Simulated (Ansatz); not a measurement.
Input file for C$_{6}$H$_{12}$ (`C=C(C)CCC`):

```yaml
crystal:
  periodic: [false, false, false]
  atoms:
    - {symbol: C, position_ang: [-2.124625, 0.538142, 0.996361]}
    - {symbol: C, position_ang: [-1.015894, -0.164248, 0.784446]}
    - {symbol: C, position_ang: [-0.376988, -0.974738, 1.868547]}
    - {symbol: C, position_ang: [-0.343677, -0.183665, -0.556914]}
    - {symbol: C, position_ang: [1.049531, 0.441354, -0.565893]}
    - {symbol: C, position_ang: [1.670942, 0.442285, -1.951394]}
    - {symbol: H, position_ang: [-2.610613, 0.553362, 1.966003]}
    - {symbol: H, position_ang: [-2.584857, 1.119454, 0.204507]}
    - {symbol: H, position_ang: [-0.965586, -0.949157, 2.786290]}
    - {symbol: H, position_ang: [-0.265663, -2.019088, 1.557576]}
    - {symbol: H, position_ang: [0.627805, -0.608347, 2.100002]}
    - {symbol: H, position_ang: [-0.973866, 0.337773, -1.284090]}
    - {symbol: H, position_ang: [-0.260912, -1.223261, -0.902354]}
    - {symbol: H, position_ang: [1.703286, -0.099348, 0.125738]}
    - {symbol: H, position_ang: [0.980241, 1.466478, -0.186461]}
    - {symbol: H, position_ang: [2.665430, 0.894120, -1.944274]}
    - {symbol: H, position_ang: [1.054982, 1.004535, -2.658920]}
    - {symbol: H, position_ang: [1.770483, -0.575642, -2.339182]}
basis:
  gaussian: {orbitals: def2-TZVPP}
correlation: {method: ccsd_t}
output: {orbitals: {seedname: orbitals}}
```

```sh
$ ansatz run in.yaml --threads 2 --pin off --events-out ev --progress --plain --max-ram 31744MiB --backend cuda --devices 0, --max-vram 18GiB
```

Output of Ansatz, abridged:

```
Functional definition: HF
2049 factors; integrals over basis functions are off by at most 1.1e-3 eV
mean field evaluation 1: about -6369.3419 eV, gradient 4.3e1 eV
mean field evaluation 2: about -6369.6161 eV, gradient 4.2e1 eV
mean field evaluation 4: about -6374.6926 eV, gradient 4.5e0 eV
mean field evaluation 8: about -6374.7637 eV, gradient 2.9e-1 eV
mean field -6374.76397707 eV, -234.2682551872 hartree, gradient 1.5e-6 eV, S^2 0.000000; 0 other end points of the search recorded, 0 dependent functions left out
6 core orbitals not correlated: weight in the atoms' cores, before any rotation towards them, 1.000 or more for the frozen orbitals, at most 0.000 for the correlated occupied ones
reference -6374.76397707 eV, -234.2682551872 hartree; 18, 18 occupied and 330, 330 virtual orbitals, 2049 factors
second order -28.10649283 eV of doubles, -0.00000000 eV of singles
cycle   1  -29.01901448 eV  change   -9.1e-1 eV  update   1.0e-1
cycle   2  -29.71362114 eV  change   -6.9e-1 eV  update   3.0e-2
cycle   3  -29.82655411 eV  change   -1.1e-1 eV  update   1.3e-2
cycle   4  -29.82373969 eV  change    2.8e-3 eV  update   3.4e-3
cycle   5  -29.82448846 eV  change   -7.5e-4 eV  update   1.3e-3
cycle   6  -29.82466647 eV  change   -1.8e-4 eV  update   3.8e-4
cycle   7  -29.82456268 eV  change    1.0e-4 eV  update   1.2e-4
cycle   8  -29.82456749 eV  change   -4.8e-6 eV  update   5.0e-5
cycle   9  -29.82457441 eV  change   -6.9e-6 eV  update   1.5e-5
perturbative correction -1.23435363 eV, -0.0453616591 hartree
Total energy: -6405.82290511 eV, -235.4096497400 hartree
```

It took 13 s on 2 threads of an AMD EPYC 7R13 on a shared host and a share of an NVIDIA H100 80 GB, with 0.85 GiB of host memory at the peak.

MP2 recovers 90.5 % of the CCSD(T) correlation energy and the triples give 4.0 %; T1 = 0.0095.
